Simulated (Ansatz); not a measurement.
System (SMILES): Cl[B]Cl, doublet.
Atoms: B1, Cl2, Cl3. Bonds: B1-Cl2, B1-Cl3.

Basis-set convergence of the optimised B1-Cl2 bond length at PBE with Ansatz (an electronic-structure program). Cartesian d functions, on some or all atoms, in 6-31G**, 6-31+G*; all else is spherical. The program fits the integrals of some runs and decomposes those of others, by size. Open shells are unrestricted. No added dispersion term, no relativity. Reference: the value in def2-QZVPPD, 1.7280 Å, itself unsure by roughly 0.0002 Å (its mean distance from pcseg-3, def2-QZVPP, cc-pV(Q+d)Z). Deviations are taken from unrounded values.

| basis | functions | optimised B1-Cl2 bond length (Å) | minus reference (Å) |
|---|---|---|---|
| STO-3G | 23 | 1.7777 | 0.0497 |
| 3-21G | 35 | 1.7813 | 0.0532 |
| 6-31G | 35 | 1.7898 | 0.0618 |
| 6-31G** | 53 | 1.7417 | 0.0137 |
| cc-pV(D+d)Z | 60 | 1.7410 | 0.0129 |
| 6-31+G* | 65 | 1.7391 | 0.0111 |
| aug-pcseg-1 | 77 | 1.7408 | 0.0128 |
| pcseg-2 | 98 | 1.7304 | 0.0024 |
| def2-TZVP | 105 | 1.7303 | 0.0022 |
| cc-pV(T+d)Z | 108 | 1.7301 | 0.0020 |
| def2-TZVPPD | 139 | 1.7295 | 0.0015 |
| pcseg-3 | 188 | 1.7277 | -0.0003 |
| def2-QZVPPD | 221 | 1.7280 | 0.0000 |
